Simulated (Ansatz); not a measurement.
# [BH2···H···H], doublet in 6-31G: errors against full CI

All five atoms lie in one plane.

Geometry: a point of a hydrogen-transfer path between rigid fragments, not a stationary point.

```xyz
5

B    -0.1811    0.0000    0.0000
H    -0.7779    1.0336    0.0000
H    -0.7779   -1.0336    0.0000
H     1.2309    0.0000    0.0000
H     2.2679    0.0000    0.0000
```

Basis 6-31G; Ansatz 0.2.0. Correlated methods freeze the noble-gas cores, which leaves 7 electrons in 16 orbitals. Prefix R: restricted or restricted open-shell reference; prefix U: unrestricted. Active spaces: valence = (7e, 8o) chosen from the atoms' valence shells; pair = (3e, 3o) about the gap.

Full CI is exact within this basis and frozen core; it isn't the basis-set limit. The frozen core follows each run's orbitals, which can shift R against U totals by a few meV.

For open shells CISD and CISDTQ are restricted-active-space CI with the open shells as a complete middle space.

```
UHF ⟨S²⟩                          : 0.778
T1 diagnostic (RCCSD)             : 0.0251
largest doubles amplitude (RCCSD) : 0.061
T1 diagnostic (UCCSD)             : 0.0116
```

```tsv
level	E − E(RHF) (eV)
UHF	-0.2056
RMP2	-1.7844
UMP2	-1.7974
RCCSD	-2.3716
UCCSD	-2.3742
RCCSD(T)	-2.4027
UCCSD(T)	-2.4026
```

Estimate how far full CI in 6-31G lies from RCCSD(T). The table doesn't fix it; the size of (T) and the diagnostics are the guide.

Full CI in 6-31G lies 11 meV below RCCSD(T), which is 37 % of the (T) step (-31 meV). The diagnostics give no warning, yet the rest is a sizeable part of (T).

The other levels:

```
                   level  E − E(full CI) (meV)  share of correlation (%)  wall time
                    CISD                   114                     95.28     0.52 s
                 BCCD(T)                    11                     99.52     0.72 s
                  RCCSDT                     1                     99.96          –
                  UCCSDT                     1                     99.96          –
                  CISDTQ                     2                     99.94      1.6 s
               RCCSDT(Q)                     0                     99.99      2.3 s
               UCCSDT(Q)                     0                     99.99        2 s
                 RCCSDTQ                     0                    100.00       17 s
                 UCCSDTQ                     0                    100.00       17 s
     CASSCF (pair space)                  1766                     26.85          –
     NEVPT2 (pair space)                   446                     81.53     0.49 s
  CASSCF (valence space)                   734                     69.60          –
  NEVPT2 (valence space)                   193                     92.01      2.7 s
  MRCISD (valence space)                    16                     99.34          –
MRCISD+Q (valence space)                     5                     99.78      4.3 s
```

The correlation energy at full CI, counted from RHF, is -2.414 eV. That run took 2.6 s on 1 thread of Intel Xeon Platinum 8488C, shared host over 272,520 determinants.

Times hold each run's SCF and search for its determinant on a shared host, so for small cases they say little of a method's own cost; they ran on 1 thread of Intel Xeon Platinum 8488C.

The full-CI state has the irrep A1 of C2v, in the program's axes.

Natural occupations of full CI about the gap: 1.971 1.969 1.961 0.997 0.031 0.019 0.019 0.011 0.006 0.005; effectively unpaired electrons, Σ n²(2−n)², 1.02.
